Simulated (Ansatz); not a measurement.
Species: CH₃O, charge 0, multiplicity 2. It need not be the lowest isomer of its formula. 
Coordinates optimised at B3LYP-D3(BJ)/def2-TZVP (Ansatz, a quantum-chemistry and plane-wave program):
SMILES: [O]C
```xyz
5

C      0.0422    -0.5697     0.0421
O     -0.0449     0.7878    -0.0350
H      1.0743    -0.9437    -0.0130
H     -0.4948    -0.9923     0.9030
H     -0.4741    -0.9483    -0.8625
```
Charge 0, spin multiplicity 2.

Parts of the frozen-core correlation energy in cc-pVDZ (Ansatz, hartree). Frozen orbitals: 2; correlated occupied orbitals by spin: 7 and 6; virtual: 34 and 35. UHF or UKS for open shells. Spin-orbit coupling is left out. No relativistic terms.

```tsv
term	value
reference (HF)	-114.42954
MP2 opposite-spin	-0.22051
MP2 same-spin	-0.06670
CCSD correlation	-0.31858
(T)	-0.00671
CCSDT minus CCSD(T)	-0.00065
T1 diagnostic	0.016
largest doubles amplitude	0.034
<S^2> of the reference	0.758
```
